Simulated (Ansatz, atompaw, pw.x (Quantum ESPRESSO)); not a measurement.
## What a changed setting does to a pw.x run (sc Al)

Potential: PAW, atompaw 4.2.0.5, PBEsol; core [Ne], reference 3s2 3p1; waves: 3s (bound): rc 3.00 bohr; 3s channel at 1.4 Ry: rc 2.20 bohr; 3p (bound): rc 3.00 bohr; 3p channel at 3.4 Ry: rc 3.00 bohr; 3d channel at -0.15 Ry: rc 3.00 bohr; local part: vpsmatchnc scheme with l = 3 at 0 Ry, radius 2.55 bohr; core correction: smooth core density matched at 2.30 bohr; augmentation: besselshape compensation charge, radius 2.95 bohr; PAW radius 3.00 bohr; waves and projectors: custom polynom vanderbiltortho.

The reference run (k-mesh 12³, cutoffs 40/400 Ry, Fermi–Dirac 0.01 Ry, mixing_beta 0.4, conv_thr 1e-9, no spin) gives 0.55 GPa at 19.657 Å³/atom, where all-electron LAPW gives 0.19 GPa. This run, with its own iteration cap, changes degauss to 0.005.

```
&control
  calculation='scf', prefix='x', pseudo_dir='./', outdir='./tmp', tstress=.true., disk_io='none'
/
&system
  ibrav=0, nat=1, ntyp=1, ecutwfc=40, ecutrho=400, nbnd=8,
  occupations='smearing', smearing='fd', degauss=0.005
/
&electrons
  conv_thr=1e-09, mixing_beta=0.4, electron_maxstep=50
/
ATOMIC_SPECIES
Al 1.0 Al.UPF
CELL_PARAMETERS angstrom
  2.69881063 0.00000000 0.00000000
  0.00000000 2.69881063 0.00000000
  0.00000000 0.00000000 2.69881063
ATOMIC_POSITIONS crystal
Al 0.0000 0.0000 0.0000
K_POINTS automatic
12 12 12 0 0 0
```

```bash
pw.x < Al.scf.in > Al.scf.out
```

Problem. How does the run end?

Solution. It converges in 6 iterations; the free energy moves by +11.2 meV/atom and the pressure by -0.11 GPa. In a metal, with Fermi–Dirac smearing, F lies below its zero-width value by a term in the square of the width.

```
Message from routine setup:
     using ibrav=0 with symmetry is DISCOURAGED, use correct ibrav instead
     lattice parameter (alat)  =       5.1000  a.u.
     unit-cell volume          =     132.6520 (a.u.)^3
     number of electrons       =         3.00
     number of Kohn-Sham states=            8
     kinetic-energy cutoff     =      40.0000  Ry
     charge density cutoff     =     400.0000  Ry
     scf convergence threshold =      1.0E-09
     Exchange-correlation= SLA PW PSX PSC
     number of k points=    84  Fermi-Dirac smearing, width (Ry)=  0.0050
     iteration #  1     ecut=    40.00 Ry     beta= 0.40
     total energy              =     -38.48550488 Ry
     estimated scf accuracy    <       0.00398375 Ry
     iteration #  2     ecut=    40.00 Ry     beta= 0.40
     total energy              =     -38.48492594 Ry
     estimated scf accuracy    <       0.00132764 Ry
     iteration #  3     ecut=    40.00 Ry     beta= 0.40
     total energy              =     -38.48496029 Ry
     estimated scf accuracy    <       0.00000800 Ry
     iteration #  4     ecut=    40.00 Ry     beta= 0.40
     c_bands:  2 eigenvalues not converged
     c_bands:  3 eigenvalues not converged
     c_bands:  1 eigenvalues not converged
     [... 16 repeated lines left out ...]
     total energy              =     -38.48496069 Ry
     estimated scf accuracy    <       0.00000064 Ry
     iteration #  5     ecut=    40.00 Ry     beta= 0.40
     [... 1 repeated lines left out ...]
     total energy              =     -38.48496071 Ry
     estimated scf accuracy    <          2.2E-09 Ry
     iteration #  6     ecut=    40.00 Ry     beta= 0.40
     the Fermi energy is     5.6821 ev
!    total energy              =     -38.48496071 Ry
     estimated scf accuracy    <          9.0E-11 Ry
     smearing contrib. (-TS)   =      -0.00050923 Ry
     convergence has been achieved in   6 iterations
          total   stress  (Ry/bohr**3)                   (kbar)     P=        4.44
     Message from routine punch:
     Nothing written, as per user request (disk_io='none')
```

The run took about 10 s on one core of a shared server CPU.
